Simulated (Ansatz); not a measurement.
```yaml
crystal:
  periodic: [false, false, false]
  atoms:
    - {symbol: C, position_ang: [-1.562293, -0.093559, -0.494937]}
    - {symbol: As, position_ang: [0.307710, 0.025096, 0.125444]}
    - {symbol: H, position_ang: [-2.062603, 0.860134, -0.326554]}
    - {symbol: H, position_ang: [-2.089456, -0.853365, 0.082113]}
    - {symbol: H, position_ang: [-1.629680, -0.344387, -1.551064]}
    - {symbol: H, position_ang: [0.778876, 0.818237, -1.060008]}
    - {symbol: H, position_ang: [0.746759, -1.231192, -0.571223]}
basis:
  gaussian: {orbitals: def2-TZVP}
hamiltonian: {xc: pbe0}
relax: {f_tol: 0.004, max_steps: 80}
```

```sh
$ ansatz run in.yaml --threads 1 --pin off --events-out ev --progress --plain --max-ram 2176MiB
```

Steps of the relaxation (energy above the last step; positions in Å, forces in eV/Å):

```
7
step 1, 18.2 meV
C    -1.562   -0.094   -0.495   -0.154   -0.001   -0.013
As    0.308    0.025    0.125   -0.271    0.070    0.274
H    -2.063    0.860   -0.327    0.052    0.039    0.033
H    -2.089   -0.853    0.082    0.051   -0.021    0.047
H    -1.630   -0.344   -1.551    0.039   -0.007   -0.026
H     0.779    0.818   -1.060    0.147    0.359   -0.253
H     0.747   -1.231   -0.571    0.135   -0.439   -0.063
```

```
7
step 2, 4.0 meV
C    -1.573   -0.095   -0.503    0.004   -0.012   -0.050
As    0.304    0.018    0.097   -0.084    0.049    0.199
H    -2.058    0.865   -0.321    0.031   -0.003    0.008
H    -2.085   -0.855    0.089    0.031    0.005    0.006
H    -1.651   -0.346   -1.559   -0.013    0.001    0.003
H     0.793    0.882   -1.058    0.014   -0.089   -0.066
H     0.759   -1.288   -0.541    0.017    0.049   -0.099
```

```
7
step 3, 0.1 meV
C    -1.572   -0.095   -0.503   -0.018   -0.001   -0.005
As    0.299    0.022    0.112   -0.021    0.001    0.004
H    -2.056    0.865   -0.322    0.002   -0.004    0.003
H    -2.083   -0.855    0.089    0.003    0.005    0.001
H    -1.647   -0.346   -1.559    0.007    0.002    0.009
H     0.790    0.862   -1.061    0.013    0.000   -0.007
H     0.757   -1.271   -0.552    0.013   -0.003   -0.006
```

```
7
step 4, 0.0 meV
C    -1.573   -0.095   -0.503   -0.002   -0.002   -0.010
As    0.298    0.022    0.111   -0.004    0.000    0.001
H    -2.057    0.865   -0.321    0.003   -0.001    0.002
H    -2.084   -0.855    0.089    0.003    0.002    0.002
H    -1.647   -0.346   -1.559   -0.001    0.001    0.004
H     0.793    0.861   -1.061    0.001    0.001    0.000
H     0.759   -1.270   -0.553    0.001   -0.001    0.000
```

```
7
step 5, 0.0 meV
C    -1.573   -0.095   -0.503   -0.002    0.003    0.013
As    0.298    0.022    0.111   -0.002    0.000   -0.002
H    -2.057    0.865   -0.321    0.002   -0.003    0.000
H    -2.083   -0.855    0.089    0.002    0.003   -0.002
H    -1.648   -0.346   -1.559   -0.001   -0.003   -0.011
H     0.793    0.861   -1.061    0.000    0.000    0.001
H     0.760   -1.270   -0.553    0.000    0.000    0.000
```

```
7
step 6, 0.0 meV
C    -1.573   -0.095   -0.503    0.001    0.000    0.000
As    0.298    0.022    0.111    0.000    0.000    0.000
H    -2.056    0.865   -0.321    0.000    0.000    0.000
H    -2.083   -0.855    0.089    0.000    0.000    0.000
H    -1.649   -0.346   -1.559    0.000    0.000    0.000
H     0.793    0.861   -1.061    0.000    0.000    0.000
H     0.760   -1.270   -0.553    0.000    0.000    0.000
```

Close pairs at the end: C1–H5 1.088 Å, C1–H4 1.090 Å, C1–H3 1.090 Å, As2–H6 1.524 Å, As2–H7 1.524 Å, C1–As2 1.973 Å.

A stationary point of restricted PBE0 after 6 steps (its stability towards spin polarisation wasn't tested); no frequencies were run, so it isn't proven a minimum. 20 s on 1 thread of Arm Neoverse V1, shared host.
